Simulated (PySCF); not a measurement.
**SiH4S (Si(SH)H3): M06-2X/STO-6G**

Aim: the energy change on altering one bond length of SiH4S (Si(SH)H3) at M06-2X/STO-6G, from 2 runs. The job is set up through a Python script.

The calculation is run with PySCF 2.14.0.

6 further runs of the same task are left out: 6 set aside as unsound or not needed.

## Step 1: The structure to begin with

The species is SiH4S (6 atoms), meant as a singlet with charge 0. SMILES: `[H][Si]([H])([H])S`. The shape is that of a GFN2-xTB optimisation.

Bond lengths: Si1–S2 2.147 Å, S2–H3 1.325 Å, Si1–H4 1.452 Å, Si1–H5 1.457 Å, Si1–H6 1.458 Å. Angles: Si1–S2–H3 97.0°, S2–Si1–H4 103.2°, S2–Si1–H5 107.7°, S2–Si1–H6 107.7°, H4–Si1–H5 113.2°, H4–Si1–H6 113.1°, H5–Si1–H6 111.3°.

## Step 2: The energy at M06-2X/STO-6G

job.py reads:

```python
from pyscf import gto, dft

molecule = gto.M(
    atom='''
Si       0.201210      -0.014540      -0.544580
S        0.253720       0.019820       1.601470
H       -1.056810       0.059910       1.795240
H        1.606010      -0.020690      -0.909950
H       -0.503230       1.180600      -0.990160
H       -0.500900      -1.225100      -0.952020
''',
    spin=0,
    max_memory=1860,
    basis='sto-6g',
    verbose=4,
    charge=0,
)

myscf = dft.RKS(molecule)
myscf.xc = 'm06-2x'
myscf.conv_tol = 1e-10
myscf.grids.level = 5
myscf.kernel()
if not myscf.converged:
    myscf = myscf.newton().run(myscf.mo_coeff, myscf.mo_occ)

e_tot = myscf.e_tot
print('E(%s) = %.9f' % ('M06-2X', e_tot))
```

Run with:

```bash
$ OMP_NUM_THREADS=1 python job.py
```

What it wrote:

```text
PySCF version 2.14.0

[INPUT] num. atoms = 6
[INPUT] num. electrons = 34
[INPUT] charge = 0
[INPUT] spin (= nelec alpha-beta = 2S) = 0
[INPUT] symmetry False subgroup None
[INPUT] Mole.unit = angstrom
[INPUT] Symbol           X                Y                Z      unit          X                Y                Z       unit  Magmom
[INPUT]  1 Si     0.201210000000  -0.014540000000  -0.544580000000 AA    0.380231793524  -0.027476617851  -1.029107052916 Bohr   0.0
[INPUT]  2 S      0.253720000000   0.019820000000   1.601470000000 AA    0.479461312325   0.037454371789   3.026339696707 Bohr   0.0
[INPUT]  3 H     -1.056810000000   0.059910000000   1.795240000000 AA   -1.997081465702   0.113213492123   3.392511927864 Bohr   0.0
[INPUT]  4 H      1.606010000000  -0.020690000000  -0.909950000000 AA    3.034919053313  -0.039098433517  -1.719556287048 Bohr   0.0
[INPUT]  5 H     -0.503230000000   1.180600000000  -0.990160000000 AA   -0.950966877665   2.231010662662  -1.871131219499 Bohr   0.0
[INPUT]  6 H     -0.500900000000  -1.225100000000  -0.952020000000 AA   -0.946563815795  -2.315103475205  -1.799057065108 Bohr   0.0

nuclear repulsion = 89.5275041447322
number of shells = 14
number of NR pGTOs = 132
number of NR cGTOs = 22
basis = sto-6g
ecp = {}

******** <class 'pyscf.dft.rks.RKS'> ********
method = RKS
initial guess = minao
damping factor = 0
level_shift factor = 0
DIIS = <class 'pyscf.scf.diis.CDIIS'>
diis_start_cycle = 1
diis_space = 8
diis_damp = 0
SCF conv_tol = 1e-10
SCF conv_tol_grad = None
SCF max_cycles = 50
direct_scf = True
direct_scf_tol = 1e-13
XC library pyscf.dft.libxc version 7.0.0
    S. Lehtola, C. Steigemann, M. J.T. Oliveira, and M. A.L. Marques.,  SoftwareX 7, 1–5 (2018)
XC functionals = m06-2x
    Y. Zhao and D. G. Truhlar.,  Theor. Chem. Acc. 120, 215 (2008)
    Y. Zhao and D. G. Truhlar.,  Theor. Chem. Acc. 120, 215 (2008)
radial grids:
    Treutler-Ahlrichs [JCP 102, 346 (1995); DOI:10.1063/1.469408] (M4) radial grids

becke partition: Becke, JCP 88, 2547 (1988); DOI:10.1063/1.454033
pruning grids: <function nwchem_prune>
grids dens level: 5
symmetrized grids: False
atomic radii adjust function: <function treutler_atomic_radii_adjust>
small_rho_cutoff = 0
Set gradient conv threshold to 1e-05
Initial guess from minao.
tot grids = 180760
init E= -687.196369910807
  HOMO = -0.272571910034514  LUMO = 0.148558013186228  gap/eV = 11.45953
cycle= 1 E= -687.523064143835  delta_E= -0.327  |g|= 0.28  |ddm|= 2.59
  HOMO = -0.113094254092836  LUMO = 0.268786843482805  gap/eV = 10.39151
cycle= 2 E= -687.551848625273  delta_E= -0.0288  |g|= 0.154  |ddm|= 0.894
  HOMO = -0.175836702192991  LUMO = 0.265132564663486  gap/eV = 11.99938
cycle= 3 E= -687.562311622142  delta_E= -0.0105  |g|= 0.00632  |ddm|= 0.311
  HOMO = -0.177327330939714  LUMO = 0.263127094050602  gap/eV = 11.98538
cycle= 4 E= -687.562334907442  delta_E= -2.33e-05  |g|= 0.00183  |ddm|= 0.0178
  HOMO = -0.176806189036349  LUMO = 0.264056368911786  gap/eV = 11.99648
cycle= 5 E= -687.562336537594  delta_E= -1.63e-06  |g|= 0.000146  |ddm|= 0.00427
  HOMO = -0.176892713010039  LUMO = 0.263961075211273  gap/eV = 11.99624
cycle= 6 E= -687.56233655213  delta_E= -1.45e-08  |g|= 1.34e-05  |ddm|= 0.000477
  HOMO = -0.176892415347705  LUMO = 0.263960155071027  gap/eV = 11.99621
cycle= 7 E= -687.562336552276  delta_E= -1.46e-10  |g|= 1.56e-06  |ddm|= 4.95e-05
  HOMO = -0.176892177481103  LUMO = 0.263960778896269  gap/eV = 11.99622
cycle= 8 E= -687.562336552279  delta_E= -2.73e-12  |g|= 1.66e-07  |ddm|= 5.3e-06
  HOMO = -0.176892272532902  LUMO = 0.263960740548003  gap/eV = 11.99622
Extra cycle  E= -687.562336552278  delta_E= 1.14e-12  |g|= 3.03e-08  |ddm|= 5.31e-07
converged SCF energy = -687.562336552278
E(M06-2X) = -687.562336552
```

Run time: 5.1 s. Hardware: 1 thread of Intel Xeon 6975P-C (Granite Rapids), shared host; peak memory 0.21 GiB.

## Step 3: The distorted shape

job.py reads:

```python
from pyscf import gto, dft

system = gto.Mole()
system.atom = '''
Si      -0.922640      -0.009620      -0.252281
S       -0.870130       0.024740       1.893769
H       -2.180660       0.064830       2.087539
H        1.606010      -0.020690      -0.909950
H       -1.627080       1.185520      -0.697861
H       -1.624750      -1.220180      -0.659721
'''
system.max_memory = 1860
system.basis = 'sto-6g'
system.verbose = 4
system.build()

mf = dft.RKS(system)
mf.xc = 'm06-2x'
mf.conv_tol = 1e-10
mf.grids.level = 5
mf.kernel()
if not mf.converged:
    mf = mf.newton().run(mf.mo_coeff, mf.mo_occ)

energy = mf.e_tot
print('E = %.10f Eh' % energy)
```

Run with:

```bash
$ OMP_NUM_THREADS=1 python job.py
```

What it wrote:

```text
PySCF version 2.14.0

[INPUT] num. atoms = 6
[INPUT] num. electrons = 34
[INPUT] charge = 0
[INPUT] spin (= nelec alpha-beta = 2S) = 0
[INPUT] symmetry False subgroup None
[INPUT] Mole.unit = angstrom
[INPUT] Symbol           X                Y                Z      unit          X                Y                Z       unit  Magmom
[INPUT]  1 Si    -0.922640000000  -0.009620000000  -0.252281000000 AA   -1.743536911569  -0.018179165318  -0.476741996431 Bohr   0.0
[INPUT]  2 S     -0.870130000000   0.024740000000   1.893769000000 AA   -1.644307392768   0.046751824322   3.578704753191 Bohr   0.0
[INPUT]  3 H     -2.180660000000   0.064830000000   2.087539000000 AA   -4.120850170794   0.122510944656   3.944876984348 Bohr   0.0
[INPUT]  4 H      1.606010000000  -0.020690000000  -0.909950000000 AA    3.034919053313  -0.039098433517  -1.719556287048 Bohr   0.0
[INPUT]  5 H     -1.627080000000   1.185520000000  -0.697861000000 AA   -3.074735582757   2.240308115194  -1.318766163015 Bohr   0.0
[INPUT]  6 H     -1.624750000000  -1.220180000000  -0.659721000000 AA   -3.070332520887  -2.305806022672  -1.246692008624 Bohr   0.0

nuclear repulsion = 86.3948606847287
number of shells = 14
number of NR pGTOs = 132
number of NR cGTOs = 22
basis = sto-6g
ecp = {}

******** <class 'pyscf.dft.rks.RKS'> ********
method = RKS
initial guess = minao
damping factor = 0
level_shift factor = 0
DIIS = <class 'pyscf.scf.diis.CDIIS'>
diis_start_cycle = 1
diis_space = 8
diis_damp = 0
SCF conv_tol = 1e-10
SCF conv_tol_grad = None
SCF max_cycles = 50
direct_scf = True
direct_scf_tol = 1e-13
XC library pyscf.dft.libxc version 7.0.0
    S. Lehtola, C. Steigemann, M. J.T. Oliveira, and M. A.L. Marques.,  SoftwareX 7, 1–5 (2018)
XC functionals = m06-2x
    Y. Zhao and D. G. Truhlar.,  Theor. Chem. Acc. 120, 215 (2008)
    Y. Zhao and D. G. Truhlar.,  Theor. Chem. Acc. 120, 215 (2008)
radial grids:
    Treutler-Ahlrichs [JCP 102, 346 (1995); DOI:10.1063/1.469408] (M4) radial grids

becke partition: Becke, JCP 88, 2547 (1988); DOI:10.1063/1.454033
pruning grids: <function nwchem_prune>
grids dens level: 5
symmetrized grids: False
atomic radii adjust function: <function treutler_atomic_radii_adjust>
small_rho_cutoff = 0
Set gradient conv threshold to 1e-05
[... 1 set-up line as earlier in the session ...]
tot grids = 180760
init E= -686.959660532193
  HOMO = -0.224419487025933  LUMO = -0.0670752793490447  gap/eV = 4.28155
cycle= 1 E= -687.287202969385  delta_E= -0.328  |g|= 0.361  |ddm|= 2.65
  HOMO = -0.143694555006912  LUMO = 0.0614479443453997  gap/eV = 5.58221
cycle= 2 E= -687.225115867149  delta_E= 0.0621  |g|= 0.449  |ddm|= 1.71
  HOMO = -0.159877198471523  LUMO = 0.0306804175712515  gap/eV = 5.18534
cycle= 3 E= -687.356686929699  delta_E= -0.132  |g|= 0.086  |ddm|=  1.2
  HOMO = -0.184703592430944  LUMO = 0.0384322081361633  gap/eV = 6.07183
cycle= 4 E= -687.361697044244  delta_E= -0.00501  |g|= 0.00518  |ddm|= 0.203
  HOMO = -0.183490668159467  LUMO = 0.039757063411658  gap/eV = 6.07488
cycle= 5 E= -687.361715569991  delta_E= -1.85e-05  |g|= 0.00134  |ddm|= 0.0154
  HOMO = -0.183761921688782  LUMO = 0.0402914711712787  gap/eV = 6.09680
cycle= 6 E= -687.36171704302  delta_E= -1.47e-06  |g|= 0.000356  |ddm|= 0.00466
  HOMO = -0.183744445294477  LUMO = 0.0401373708721555  gap/eV = 6.09213
cycle= 7 E= -687.36171713851  delta_E= -9.55e-08  |g|= 3.94e-05  |ddm|= 0.000858
  HOMO = -0.183739487388497  LUMO = 0.0401322351373139  gap/eV = 6.09186
cycle= 8 E= -687.361717139826  delta_E= -1.32e-09  |g|= 4.28e-06  |ddm|= 0.000124
  HOMO = -0.183740853103803  LUMO = 0.0401332780158223  gap/eV = 6.09193
cycle= 9 E= -687.361717139855  delta_E= -2.88e-11  |g|= 8.16e-07  |ddm|= 2.6e-05
  HOMO = -0.183740847029481  LUMO = 0.0401332344501826  gap/eV = 6.09192
Extra cycle  E= -687.361717139855  delta_E= 1.14e-13  |g|= 1.35e-06  |ddm|= 5.04e-06
converged SCF energy = -687.361717139855
E = -687.3617171399 Eh
```

It took 5.7 s on 1 thread of Intel Xeon 6975P-C (Granite Rapids), shared host; peak memory 0.21 GiB.

## Step 4: What came out

Level: M06-2X/STO-6G.

```
                                                          quantity          value
                                         first shape: total energy  -687.56234 Eh
                                        first shape: dipole moment         1.39 D
                                          first shape: HOMO energy       -4.81 eV
                                          first shape: LUMO energy        7.18 eV
                                        first shape: HOMO–LUMO gap       12.00 eV
                                     distorted shape: total energy  -687.36172 Eh
                                    distorted shape: dipole moment         1.67 D
                                      distorted shape: HOMO energy       -5.00 eV
                                      distorted shape: LUMO energy        1.09 eV
                                    distorted shape: HOMO–LUMO gap        6.09 eV
energy change with the Si1–H4 bond stretched from 1.452 to 2.613 Å       5.459 eV
```

**Reading.** With the Si1–H4 bond stretched from 1.452 to 2.613 Å the energy rises by 5.46 eV (126 kcal/mol). The first shape isn't relaxed at this level, so the change isn't measured from a minimum. A restricted reference can't describe the breaking bond well at this length. The minimal basis adds a large error of its own.
